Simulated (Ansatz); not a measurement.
# FHOSi: an energy map over two coordinates

Aim: map the energy of FHOSi, SMILES O=[SiH]F over two coordinates, and find its wells, ridges and stiffness.

Computed with Ansatz 0.2.0. Level: RKS PBE0-D4/def2-TZVP.

## (1) Where the work starts

SMILES `O=[SiH]F`, 4 atoms, charge 0, spin multiplicity 1.

Atoms are counted from 1 here; the program's logs count them from 0.

Bond lengths: O1–Si2 1.539 Å, Si2–F3 1.622 Å, Si2–H4 1.490 Å. Angles: O1–Si2–F3 126.2°, O1–Si2–H4 128.6°, F3–Si2–H4 105.2°.

As a file:

```xyz
4

O     0.65455   -0.87298    1.20647
Si    0.06162   -0.02494    0.06687
F    -1.31657   -0.32669   -0.73299
H     0.60040    1.22461   -0.54033
```

## (2) The minimum at this level

File input.yaml:

```yaml
crystal:
  periodic: [false, false, false]
  atoms:
    - { symbol: O, position_ang: [0.654555, -0.872983, 1.206466] }
    - { symbol: Si, position_ang: [0.061623, -0.024937, 0.066867] }
    - { symbol: F, position_ang: [-1.316573, -0.326691, -0.732993] }
    - { symbol: H, position_ang: [0.600395, 1.224611, -0.540329] }
basis:
  gaussian: { orbitals: def2-TZVP }
hamiltonian:
  xc: pbe0
  dispersion: d4
output:
  forces: true
relax:
  f_tol: 0.003
  max_steps: 120
```

Started as:

```bash
$ ansatz run input.yaml --threads 1 --pin off --max-ram 2560MiB --backend cpu --events-out ev --progress --plain --runs-dir out
```

Output:

```text
Warning: RAYON_NUM_THREADS=1 ignored (pool sized by the plan → 1); use --threads N
The last accepted step is kept in <dir> (removed where the run ends without a failure and the disk answers)
Engine: ansatz 0.2.0, aarch64-unknown-linux-gnu
Functional definition: PBE0
  parameter a = 0.25
  parameter kappa = 0.804
  parameter beta = 0.06672455060314922
  exchange = (1 - a)*pbe_x(kappa = kappa, mu = beta*pi^2/3) + a*exact_x
  correlation = pbe_c(beta = beta)
619 factors; their error is unknown
mean field evaluation 1: about -12645.4247 eV, gradient 6.8e1 eV
mean field evaluation 2: about -12574.3027 eV, gradient 1.8e2 eV
mean field evaluation 4: about -12653.0518 eV, gradient 1.8e1 eV
mean field evaluation 8: about -12653.4847 eV, gradient 1.8e-1 eV
mean field evaluation 16: about -12653.5344 eV, gradient 7.5e-5 eV
mean field -12653.53443909 eV, -465.0088137628 hartree, gradient 7.5e-5 eV, S^2 0.000000; 0 other end points of the search recorded, 0 dependent functions left out
the calculation of the forces begins
reference -12653.53446267 eV, -465.0088146292 hartree; 16, 16 occupied and 89, 89 virtual orbitals, 619 factors
relax step   1: F+E_penalty+E_count = -12653.57802252 eV  Δ(F+E_penalty+E_count) = +0.000e0 eV  max|allowed force component| = 1.442e0 eV/Å  Δτ_max = 0.0000 Å  (25 SCF iters, accepted)
these checks for a lower state are left out or cut short: starts, cluster_reference, orbital_swaps, neighbouring_geometries, increment
619 factors; their error is unknown
mean field -12653.58851435 eV, -465.0108009919 hartree, gradient 1.4e-5 eV, S^2 0.000000; 0 other end points of the search recorded, 0 dependent functions left out
the calculation of the forces begins
reference -12653.58853791 eV, -465.0108018578 hartree; 16, 16 occupied and 89, 89 virtual orbitals, 619 factors
relax step   2: F+E_penalty+E_count = -12653.63223310 eV  Δ(F+E_penalty+E_count) = -5.421e-2 eV  max|allowed force component| = 8.037e-1 eV/Å  Δτ_max = 0.0199 Å  (30 SCF iters, accepted)
these checks for a lower state are left out or cut short: starts, cluster_reference, orbital_swaps, neighbouring_geometries, increment
619 factors; their error is unknown
mean field -12653.60896573 eV, -465.0115525662 hartree, gradient 1.4e-5 eV, S^2 0.000000; 0 other end points of the search recorded, 0 dependent functions left out
the calculation of the forces begins
reference -12653.60898930 eV, -465.0115534326 hartree; 16, 16 occupied and 89, 89 virtual orbitals, 619 factors
relax step   3: F+E_penalty+E_count = -12653.65283168 eV  Δ(F+E_penalty+E_count) = -2.060e-2 eV  max|allowed force component| = 7.961e-2 eV/Å  Δτ_max = 0.0233 Å  (30 SCF iters, accepted)
these checks for a lower state are left out or cut short: starts, cluster_reference, orbital_swaps, neighbouring_geometries, increment
619 factors; their error is unknown
mean field evaluation 32: about -12653.5588 eV, gradient 2.9e-3 eV
mean field -12653.60962068 eV, -465.0115766354 hartree, gradient 1.2e-5 eV, S^2 0.000000; 0 other end points of the search recorded, 0 dependent functions left out
the calculation of the forces begins
reference -12653.60964428 eV, -465.0115775026 hartree; 16, 16 occupied and 89, 89 virtual orbitals, 619 factors
relax step   4: F+E_penalty+E_count = -12653.65345980 eV  Δ(F+E_penalty+E_count) = -6.281e-4 eV  max|allowed force component| = 6.059e-2 eV/Å  Δτ_max = 0.0104 Å  (30 SCF iters, accepted)
these checks for a lower state are left out or cut short: starts, cluster_reference, orbital_swaps, neighbouring_geometries, increment
619 factors; their error is unknown
mean field -12653.60978886 eV, -465.0115828160 hartree, gradient 1.2e-5 eV, S^2 0.000000; 0 other end points of the search recorded, 0 dependent functions left out
the calculation of the forces begins
reference -12653.60981245 eV, -465.0115836827 hartree; 16, 16 occupied and 89, 89 virtual orbitals, 619 factors
relax step   5: F+E_penalty+E_count = -12653.65364024 eV  Δ(F+E_penalty+E_count) = -1.804e-4 eV  max|allowed force component| = 4.228e-2 eV/Å  Δτ_max = 0.0054 Å  (29 SCF iters, accepted)
these checks for a lower state are left out or cut short: starts, cluster_reference, orbital_swaps, neighbouring_geometries, increment
619 factors; their error is unknown
mean field -12653.60983135 eV, -465.0115843772 hartree, gradient 1.1e-5 eV, S^2 0.000000; 0 other end points of the search recorded, 0 dependent functions left out
the calculation of the forces begins
reference -12653.60985493 eV, -465.0115852440 hartree; 16, 16 occupied and 89, 89 virtual orbitals, 619 factors
relax step   6: F+E_penalty+E_count = -12653.65368113 eV  Δ(F+E_penalty+E_count) = -4.089e-5 eV  max|allowed force component| = 9.247e-4 eV/Å  Δτ_max = 0.0014 Å  (23 SCF iters, accepted)
619 factors; their error is unknown
mean field evaluation 64: about -12653.6098 eV, gradient 4.1e-3 eV
mean field -12653.60983135 eV, -465.0115843772 hartree, gradient 1.1e-5 eV, S^2 0.000000; 1 other end points of the search recorded, 0 dependent functions left out
the calculation of the forces begins
reference -12653.60985493 eV, -465.0115852440 hartree; 16, 16 occupied and 89, 89 virtual orbitals, 619 factors
Total energy: -12653.65370472 eV, -465.0131966938 hartree
Atom 0 at     0.640633    -0.851159     1.177604 Å, force     0.000042    -0.000171     0.000030 eV/Å
Atom 1 at     0.051602    -0.029345     0.062961 Å, force     0.000694     0.000925     0.000145 eV/Å
Atom 2 at    -1.286829    -0.323115    -0.713860 Å, force    -0.000082     0.000163    -0.000305 eV/Å
Atom 3 at     0.594594     1.203620    -0.526694 Å, force    -0.000654    -0.000917     0.000129 eV/Å
Dipole moment:    -0.089181     0.484210    -0.461104 e Å
```

It took 14 s on 1 thread of Arm Neoverse V2, shared host; peak memory 0.15 GiB.

Relaxation path:

```csv
step,energy from step 1 (eV),largest force component (eV/Å)
1,0.0000,1.4423
2,-0.0542,0.8037
3,-0.0748,0.0796
4,-0.0754,0.0606
5,-0.0756,0.0423
6,-0.0757,0.0009
```

Close pairs (by a distance rule), those that changed most:

```csv
bond,before (Å),after (Å),change (Å)
Si2–F3,1.622,1.575,-0.047
O1–Si2,1.539,1.505,-0.034
Si2–H4,1.490,1.471,-0.019
```

## (3) Setting up the map

First coordinate, umbrella angle at Si2 (between each of its bonds and their common axis; 90 is planar): 15 values from 66.0 to 114.0 °. Second coordinate, change of the bonds Si2–O1, Si2–F3, Si2–H4, all alike: 15 values from −0.167 to 0.258 Å.

Nothing else is relaxed (all other coordinates rigid). Energies count from the relaxed molecule at the same level. Points are written as (first, second).

Of the runs on the grid, 3 are shown in the steps below; the others differ only in the two coordinates.

## (4) Point (93.4°, 0.137 Å)

File input.yaml:

```yaml
crystal:
  periodic: [false, false, false]
  atoms:
    - { symbol: O, position_ang: [0.643729, -0.871505, 1.342035] }
    - { symbol: Si, position_ang: [0.051602, -0.029345, 0.062961] }
    - { symbol: F, position_ang: [-1.452187, -0.292951, -0.712051] }
    - { symbol: H, position_ang: [0.595769, 1.367893, -0.51675] }
basis:
  gaussian: { orbitals: def2-TZVP }
hamiltonian:
  xc: pbe0
  dispersion: d4
output:
  forces: true
```

Started as:

```bash
$ ansatz run input.yaml --threads 1 --pin off --max-ram 2560MiB --backend cpu --events-out ev --progress --plain --runs-dir out
```

Output:

```text
Warning: RAYON_NUM_THREADS=1 ignored (pool sized by the plan → 1); use --threads N
Engine: ansatz 0.2.0, aarch64-unknown-linux-gnu
Functional definition: PBE0
  parameter a = 0.25
  parameter kappa = 0.804
  parameter beta = 0.06672455060314922
  exchange = (1 - a)*pbe_x(kappa = kappa, mu = beta*pi^2/3) + a*exact_x
  correlation = pbe_c(beta = beta)
619 factors; their error is unknown
mean field evaluation 1: about -12643.9255 eV, gradient 6.9e1 eV
mean field evaluation 2: about -12543.3477 eV, gradient 1.9e2 eV
mean field evaluation 4: about -12651.9845 eV, gradient 2.2e1 eV
mean field evaluation 8: about -12652.6602 eV, gradient 6.2e-2 eV
mean field evaluation 16: about -12652.7081 eV, gradient 2.9e-5 eV
mean field -12652.70810767 eV, -464.9784466434 hartree, gradient 2.9e-5 eV, S^2 0.000000; 0 other end points of the search recorded, 0 dependent functions left out
the calculation of the forces begins
reference -12652.70813148 eV, -464.9784475182 hartree; 16, 16 occupied and 89, 89 virtual orbitals, 619 factors
Total energy: -12652.75111223 eV, -464.9800270318 hartree
Atom 0 at     0.643729    -0.871505     1.342035 Å, force    -2.019074     2.807270    -4.608579 eV/Å
Atom 1 at     0.051602    -0.029345     0.062961 Å, force    -0.525331    -1.501430     2.563943 eV/Å
Atom 2 at    -1.452187    -0.292951    -0.712051 Å, force     3.166930     0.466768     1.494089 eV/Å
Atom 3 at     0.595769     1.367893    -0.516750 Å, force    -0.622526    -1.772608     0.550547 eV/Å
Dipole moment:     0.041288     0.494451    -0.508666 e Å
```

It took 1.7 s on 1 thread of Arm Neoverse V2, shared host; peak memory 0.14 GiB.

That is 87 kJ/mol from the zero.

## (5) The run at (66.0°, 0.015 Å)

File input.yaml:

```yaml
crystal:
  periodic: [false, false, false]
  atoms:
    - { symbol: O, position_ang: [0.908791, -1.123506, 0.67792] }
    - { symbol: Si, position_ang: [0.051602, -0.029345, 0.062961] }
    - { symbol: F, position_ang: [-0.854539, -0.651713, -1.086037] }
    - { symbol: H, position_ang: [0.859351, 0.780178, -0.88535] }
basis:
  gaussian: { orbitals: def2-TZVP }
hamiltonian:
  xc: pbe0
  dispersion: d4
output:
  forces: true
```

Started as:

```bash
$ ansatz run input.yaml --threads 1 --pin off --max-ram 2560MiB --backend cpu --events-out ev --progress --plain --runs-dir out
```

Output:

```text
Warning: RAYON_NUM_THREADS=1 ignored (pool sized by the plan → 1); use --threads N
Engine: ansatz 0.2.0, aarch64-unknown-linux-gnu
Functional definition: PBE0
  parameter a = 0.25
  parameter kappa = 0.804
  parameter beta = 0.06672455060314922
  exchange = (1 - a)*pbe_x(kappa = kappa, mu = beta*pi^2/3) + a*exact_x
  correlation = pbe_c(beta = beta)
619 factors; their error is unknown
mean field evaluation 1: about -12642.5825 eV, gradient 7.2e1 eV
mean field evaluation 2: about -12543.9761 eV, gradient 1.9e2 eV
mean field evaluation 4: about -12650.9008 eV, gradient 2.8e1 eV
mean field evaluation 8: about -12652.0279 eV, gradient 3.4e-2 eV
mean field evaluation 16: about -12652.0774 eV, gradient 1.5e-5 eV
mean field -12652.07743028 eV, -464.9552696768 hartree, gradient 1.5e-5 eV, S^2 0.000000; 0 other end points of the search recorded, 0 dependent functions left out
the calculation of the forces begins
reference -12652.07745311 eV, -464.9552705156 hartree; 16, 16 occupied and 89, 89 virtual orbitals, 619 factors
Total energy: -12652.12163998 eV, -464.9568943533 hartree
Atom 0 at     0.908791    -1.123506     0.677920 Å, force    -0.102782     0.359904     1.807442 eV/Å
Atom 1 at     0.051602    -0.029345     0.062961 Å, force     1.764092    -2.194361    -2.819960 eV/Å
Atom 2 at    -0.854539    -0.651713    -1.086037 Å, force    -1.442059     0.558860     0.329976 eV/Å
Atom 3 at     0.859351     0.780178    -0.885350 Å, force    -0.219252     1.275597     0.682541 eV/Å
Dipole moment:    -0.325094     0.734397     0.010228 e Å
```

Run time: 1.8 s. Hardware: 1 thread of Arm Neoverse V2, shared host; peak memory 0.14 GiB.

On the map this point reads 148 kJ/mol.

## (6) Point (90.0°, 0.015 Å)

File input.yaml:

```yaml
crystal:
  periodic: [false, false, false]
  atoms:
    - { symbol: O, position_ang: [0.64652, -0.859368, 1.188692] }
    - { symbol: Si, position_ang: [0.051602, -0.029345, 0.062961] }
    - { symbol: F, position_ang: [-1.299558, -0.325931, -0.72128] }
    - { symbol: H, position_ang: [0.600148, 1.216179, -0.53273] }
basis:
  gaussian: { orbitals: def2-TZVP }
hamiltonian:
  xc: pbe0
  dispersion: d4
output:
  forces: true
```

Started as:

```bash
$ ansatz run input.yaml --threads 1 --pin off --max-ram 2560MiB --backend cpu --events-out ev --progress --plain --runs-dir out
```

Output:

```text
Warning: RAYON_NUM_THREADS=1 ignored (pool sized by the plan → 1); use --threads N
Engine: ansatz 0.2.0, aarch64-unknown-linux-gnu
Functional definition: PBE0
  parameter a = 0.25
  parameter kappa = 0.804
  parameter beta = 0.06672455060314922
  exchange = (1 - a)*pbe_x(kappa = kappa, mu = beta*pi^2/3) + a*exact_x
  correlation = pbe_c(beta = beta)
619 factors; their error is unknown
mean field evaluation 1: about -12645.5621 eV, gradient 6.8e1 eV
mean field evaluation 2: about -12579.2451 eV, gradient 1.7e2 eV
mean field evaluation 4: about -12653.1574 eV, gradient 1.7e1 eV
mean field evaluation 8: about -12653.5471 eV, gradient 1.6e-1 eV
mean field evaluation 16: about -12653.5968 eV, gradient 7.1e-5 eV
mean field -12653.59682328 eV, -465.0111063396 hartree, gradient 7.1e-5 eV, S^2 0.000000; 0 other end points of the search recorded, 0 dependent functions left out
the calculation of the forces begins
reference -12653.59684689 eV, -465.0111072071 hartree; 16, 16 occupied and 89, 89 virtual orbitals, 619 factors
Total energy: -12653.64058818 eV, -465.0127146701 hartree
Atom 0 at     0.646520    -0.859368     1.188692 Å, force    -0.357128     0.481940    -0.662514 eV/Å
Atom 1 at     0.051602    -0.029345     0.062961 Å, force     0.004095    -0.347078     0.285083 eV/Å
Atom 2 at    -1.299558    -0.325931    -0.721280 Å, force     0.464983     0.101940     0.269988 eV/Å
Atom 3 at     0.600148     1.216179    -0.532730 Å, force    -0.111949    -0.236802     0.107443 eV/Å
Dipole moment:    -0.080668     0.491136    -0.460220 e Å
```

Run time: 1.8 s. Hardware: 1 thread of Arm Neoverse V2, shared host; peak memory 0.14 GiB.

Energy on the map's scale: 1.3 kJ/mol.

## (7) The map

120 points were computed, 105 more follow by symmetry. Energies in kJ/mol, from the relaxed molecule at the same level:

| change of the bonds Si2–O1, Si2–F3, Si2–H4, all alike (Å) ↓, umbrella angle at Si2 (between each of its bonds and their common axis; 90 is planar) (°) → | 66.0 | 69.4 | 72.9 | 76.3 | 79.7 | 83.1 | 86.6 | 90.0 | 93.4 | 96.9 | 100.3 | 103.7 | 107.1 | 110.6 | 114.0 |
| --- | --- | --- | --- | --- | --- | --- | --- | --- | --- | --- | --- | --- | --- | --- | --- |
| 0.258 | 336 | 312 | 291 | 275 | 261 | 252 | 246 | 244 | 246 | 252 | 261 | 275 | 291 | 312 | 336 |
| 0.228 | 299 | 273 | 251 | 233 | 219 | 209 | 203 | 201 | 203 | 209 | 219 | 233 | 251 | 273 | 299 |
| 0.197 | 262 | 235 | 211 | 192 | 177 | 167 | 160 | 158 | 160 | 167 | 177 | 192 | 211 | 235 | 262 |
| 0.167 | 230 | 201 | 176 | 156 | 140 | 129 | 122 | 119 | 122 | 129 | 140 | 156 | 176 | 201 | 230 |
| 0.137 | 202 | 171 | 144 | 123 | 106 | 94 | 87 | 85 | 87 | 94 | 106 | 123 | 144 | 171 | 202 |
| 0.106 | 178 | 145 | 117 | 94 | 77 | 64 | 56 | 54 | 56 | 64 | 77 | 94 | 117 | 145 | 178 |
| 0.076 | 161 | 126 | 96 | 72 | 53 | 40 | 32 | 29 | 32 | 40 | 53 | 72 | 96 | 126 | 161 |
| 0.046 | 150 | 113 | 82 | 56 | 37 | 23 | 14 | 11 | 14 | 23 | 37 | 56 | 82 | 113 | 150 |
| 0.015 | 148 | 109 | 75 | 49 | 28 | 13 | 4 | 1 | 4 | 13 | 28 | 49 | 75 | 109 | 148 |
| −0.015 | 156 | 115 | 79 | 51 | 30 | 14 | 4 | 1 | 4 | 14 | 30 | 51 | 79 | 115 | 156 |
| −0.046 | 176 | 133 | 95 | 66 | 43 | 27 | 17 | 13 | 17 | 27 | 43 | 66 | 95 | 133 | 176 |
| −0.076 | 209 | 164 | 125 | 94 | 70 | 52 | 42 | 39 | 42 | 52 | 70 | 94 | 125 | 164 | 209 |
| −0.106 | 259 | 211 | 170 | 137 | 112 | 94 | 83 | 79 | 83 | 94 | 112 | 137 | 170 | 211 | 259 |
| −0.137 | 329 | 279 | 235 | 201 | 175 | 156 | 145 | 141 | 145 | 156 | 175 | 201 | 235 | 279 | 329 |
| −0.167 | 420 | 367 | 321 | 286 | 258 | 239 | 227 | 223 | 227 | 239 | 258 | 286 | 321 | 367 | 420 |

On the same grid, largest force on an atom (eV/Å):

| change of the bonds Si2–O1, Si2–F3, Si2–H4, all alike (Å) ↓, umbrella angle at Si2 (between each of its bonds and their common axis; 90 is planar) (°) → | 66.0 | 69.4 | 72.9 | 76.3 | 79.7 | 83.1 | 86.6 | 90.0 | 93.4 | 96.9 | 100.3 | 103.7 | 107.1 | 110.6 | 114.0 |
| --- | --- | --- | --- | --- | --- | --- | --- | --- | --- | --- | --- | --- | --- | --- | --- |
| 0.258 | 8.2 | 7.5 | 7.2 | 7.4 | 7.6 | 7.7 | 7.8 | 7.8 | 7.8 | 7.7 | 7.6 | 7.4 | 7.2 | 7.5 | 8.2 |
| 0.228 | 8.1 | 7.4 | 6.9 | 7.1 | 7.3 | 7.4 | 7.5 | 7.5 | 7.5 | 7.4 | 7.3 | 7.1 | 6.9 | 7.4 | 8.1 |
| 0.197 | 7.9 | 7.2 | 6.5 | 6.7 | 6.8 | 6.9 | 7.0 | 7.0 | 7.0 | 6.9 | 6.8 | 6.7 | 6.5 | 7.2 | 7.9 |
| 0.167 | 7.5 | 6.9 | 6.2 | 6.1 | 6.3 | 6.4 | 6.5 | 6.5 | 6.5 | 6.4 | 6.3 | 6.1 | 6.2 | 6.9 | 7.5 |
| 0.137 | 7.1 | 6.6 | 5.9 | 5.4 | 5.6 | 5.7 | 5.8 | 5.8 | 5.8 | 5.7 | 5.6 | 5.4 | 5.9 | 6.6 | 7.1 |
| 0.106 | 6.5 | 6.0 | 5.4 | 4.7 | 4.7 | 4.8 | 4.9 | 4.9 | 4.9 | 4.8 | 4.7 | 4.7 | 5.4 | 6.0 | 6.5 |
| 0.076 | 5.8 | 5.4 | 4.8 | 4.2 | 3.6 | 3.7 | 3.8 | 3.8 | 3.8 | 3.7 | 3.6 | 4.2 | 4.8 | 5.4 | 5.8 |
| 0.046 | 5.0 | 4.7 | 4.1 | 3.5 | 2.9 | 2.4 | 2.5 | 2.5 | 2.5 | 2.4 | 2.9 | 3.5 | 4.1 | 4.7 | 5.0 |
| 0.015 | 4.0 | 3.8 | 3.4 | 2.8 | 2.2 | 1.6 | 0.9 | 0.9 | 0.9 | 1.6 | 2.2 | 2.8 | 3.4 | 3.8 | 4.0 |
| −0.015 | 3.0 | 2.9 | 2.6 | 2.3 | 1.8 | 1.3 | 1.0 | 1.0 | 1.0 | 1.3 | 1.8 | 2.3 | 2.6 | 2.9 | 3.0 |
| −0.046 | 5.1 | 4.6 | 4.2 | 3.9 | 3.6 | 3.4 | 3.3 | 3.3 | 3.3 | 3.4 | 3.6 | 3.9 | 4.2 | 4.6 | 5.1 |
| −0.076 | 7.6 | 7.1 | 6.8 | 6.4 | 6.2 | 6.0 | 5.9 | 5.9 | 5.9 | 6.0 | 6.2 | 6.4 | 6.8 | 7.1 | 7.6 |
| −0.106 | 10.7 | 10.2 | 9.8 | 9.5 | 9.3 | 9.1 | 9.0 | 9.0 | 9.0 | 9.1 | 9.3 | 9.5 | 9.8 | 10.2 | 10.7 |
| −0.137 | 14.4 | 13.9 | 13.5 | 13.3 | 13.0 | 12.9 | 12.8 | 12.7 | 12.8 | 12.9 | 13.0 | 13.3 | 13.5 | 13.9 | 14.4 |
| −0.167 | 18.7 | 18.2 | 17.8 | 17.5 | 17.3 | 17.1 | 17.0 | 17.0 | 17.0 | 17.1 | 17.3 | 17.5 | 17.8 | 18.2 | 18.7 |

## (8) Results

| quantity | value |
| --- | --- |
| lowest point | (90.0°, 0.015 Å), 1.3 kJ/mol |
| highest computed point | (66.0°, −0.167 Å), 419 kJ/mol above the lowest |
| largest force on an atom (eV/Å) | 0.9 at (90.0°, 0.015 Å) to 18.7 at (66.0°, −0.167 Å); 0.9 at the lowest point |
| time for the whole task | 3.8 min on 1 thread, shared host |

In words: The lowest computed point is at (90.0°, 0.015 Å), 1.3 kJ/mol from the relaxed molecule at the same level. The grid is coarse, so the lowest point of the scanned range may lie between grid points; coordinates that were held can hide deeper minima. No other kind of well shows on this grid. The highest computed point, (66.0°, −0.167 Å), lies 419 kJ/mol above the lowest. Round the minimum the two coordinates are nearly uncoupled.
